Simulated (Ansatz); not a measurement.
# NaO, doublet: energies of several shapes or isomers

Computed with Ansatz's Gaussian-basis code (development build). Basis cc-pV(T+d)Z on Na, cc-pVTZ on O, nonrelativistic, no frozen core; active space CAS(7,5). Restricted Hartree–Fock, then the lowest state-specific CASSCF solution met for each case. Single-reference values can break down or jump between states where bonds are stretched. Unlike active orbitals can shift such differences by tenths of an eV, at times by over 1 eV.

Case A: bond length 2.0520 Å.

Case B: bond length 3.2832 Å. A bond is stretched, to 1.42 times the sum of the covalent radii.

Energy less that of case A, in eV:

```csv
case,RHF/ROHF,CASSCF
B,+1.924,+1.252
```

(1) Give the SC-NEVPT2 energies against case A.

Results:

(1) B: +1.812 eV (41.8 kcal/mol).
